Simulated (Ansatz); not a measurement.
This Ansatz (a program for electronic structure) input (MP2/cc-pCVQZ) gives -109.50155 Eh with 168 basis functions. A basis named .json is the Basis Set Exchange file of that set (core-valence sets with the plain set on hydrogen).

Ansatz 0.2 input:
```yaml
crystal:
  periodic: [false, false, false]
  atoms:
    - {symbol: N, position_ang: [-0.00000000, -0.00000000, -0.54544247]}
    - {symbol: N, position_ang: [0.00000000, 0.00000000, 0.54544247]}
basis:
  gaussian:
    orbitals: cc-pCVQZ.json
magnetization: {spin_polarized: false}
correlation: {method: mp2, frozen_orbitals: {N: 0}}
```

Change:
```diff
- correlation: {method: mp2, frozen_orbitals: {N: 0}}
+ correlation: {method: mp2, electrons: outside_noble_gas}
```

### Question
What does the run give now?

### Answer
-109.39169 Eh (MP2/cc-pCVQZ, 168 functions), a change of +109.86 mEh.
